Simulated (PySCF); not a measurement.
Molecule: SMILES Sc1ccsc1, C$_{4}$H$_{4}$S$_{2}$.

Geometry:
| atom | x (Å) | y (Å) | z (Å) |
| --- | --- | --- | --- |
| S1 | 1.924 | 1.318 | 0.579 |
| C2 | 0.507 | 0.432 | -0.002 |
| C3 | -0.388 | -0.317 | 0.824 |
| C4 | -1.437 | -0.833 | 0.115 |
| S5 | -1.362 | -0.396 | -1.545 |
| C6 | 0.099 | 0.471 | -1.313 |
| H7 | 2.572 | 0.254 | 1.105 |
| H8 | -0.250 | -0.451 | 1.898 |
| H9 | -2.264 | -1.438 | 0.485 |
| H10 | 0.599 | 0.961 | -2.147 |

Geometry PBE0-D3(BJ)/def2-SVP throughout; GIAO in PySCF 2.14, gas phase, one conformer, non-relativistic; equivalent atoms averaged; functional PBE0.

For orientation, def2-TZVP gives these absolute shieldings σ: S5 230.1, S1 545.8, C4 54.2, C6 51.6, C2 54.9, C3 48.6, H9 24.12, H10 24.09, H8 24.29 ppm.

A run gave: S5 293.7, S1 591.7, C4 55.2, C6 53.0, C2 57.0, C3 50.4, H9 23.95, H10 23.94, H8 24.21 ppm (absolute shieldings σ).

**Question.** Which basis set was used in that run?
A. STO-3G
B. 6-31G
C. cc-pVTZ
D. pcSseg-0
E. 6-311+G(2d,p)

**Answer.** C. S1 tells them apart best: cc-pVTZ gives 591.7, 6-31G gives 640.1, pcSseg-0 gives 623.5, STO-3G gives 728.7, 6-311+G(2d,p) gives 564.5 ppm.
